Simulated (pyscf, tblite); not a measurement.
allene (H₂C=C=CH₂) + hydrogen fluoride (HF) → propyne (HC≡C–CH₃) + hydrogen fluoride (HF): energy along the mass-weighted descent from the GFN2-xTB saddle (tblite), relative to the relaxed reactant side, a complex of the molecules.

```csv
s (amu^1/2 bohr),E (kcal/mol)
-6.50,1.5
-6.20,1.7
-5.86,2.1
-5.43,2.6
-4.86,3.6
-4.08,5.4
-2.04,10.0
0.000,28.8
2.04,7.2
4.08,0.4
6.12,-1.5
6.93,-2.9
7.30,-3.5
7.63,-3.8
7.89,-4.1
```

Question: The GFN2-xTB barrier from the reactant side is 28.8 kcal/mol. What does ωB97X-D3(BJ) (PySCF) give from its own reactant-side minimum, in def2-SVP and in def2-TZVP?

Answer: 48.2 kcal/mol in the double-zeta basis after reoptimising the saddle, and 51.1 kcal/mol in the triple-zeta single point, so the tight-binding barrier lies 22.3 kcal/mol under the latter. The imaginary mode goes from 793i to 2096i cm⁻¹.
